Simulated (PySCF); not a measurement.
Gas-phase reaction: 2 H3SiCCH + 2 SiH + 3 H2 → 4 H2CSiH2

Computed with PySCF (xtb for GFN2) and rigid-rotor harmonic-oscillator thermochemistry at 1 bar. † marks an energy on the PBE0/def2-TZVP geometry and frequencies; other levels use their own. CCSD(T) freezes the core. Open shells (unrestricted): SiH (multiplicity 2, electronic degeneracy 4); the rest are closed-shell singlets. GFN2 has no spin-polarisation term. Spin-orbit splitting is ignored; it lowers the true energy and changes the entropy of SiH. H2CSiH2: computed as isolated molecules; such fragments, hydroxides, amides, oligomers or adducts are transient or little studied in the gas. CCSD(T) isn't extrapolated to the basis-set limit; its ΔH°(298 K) is -417.1 kJ in def2-SVP and -430.3 kJ in def2-TZVPP. The harmonic model lacks anharmonicity and excited electronic states, which grow with temperature; levels with a mode under 35 cm⁻¹ are left out.

```json
[
 {"level": "CCSD(T)/def2-SVP†", "ΔE electronic, kJ": "-482", "ΔH°(298 K), kJ": "-417", "ΔS°(298 K), J/K": "-344", "ΔG°(1800 K), kJ": "244"},
 {"level": "GFN2-xTB", "ΔE electronic, kJ": "-613", "ΔH°(298 K), kJ": "-539", "ΔS°(298 K), J/K": "-335", "ΔG°(1800 K), kJ": "101"},
 {"level": "HF/def2-TZVP†", "ΔE electronic, kJ": "-319", "ΔH°(298 K), kJ": "-254", "ΔS°(298 K), J/K": "-344", "ΔG°(1800 K), kJ": "408"},
 {"level": "PBE0/def2-QZVP†", "ΔE electronic, kJ": "-553", "ΔH°(298 K), kJ": "-488", "ΔS°(298 K), J/K": "-344", "ΔG°(1800 K), kJ": "173"},
 {"level": "ωB97M-V/def2-TZVP†", "ΔE electronic, kJ": "-513", "ΔH°(298 K), kJ": "-448", "ΔS°(298 K), J/K": "-344", "ΔG°(1800 K), kJ": "213"}
]
```
ΔH° is lowest at GFN2-xTB and highest at HF/def2-TZVP†. No reference value is set beside these.
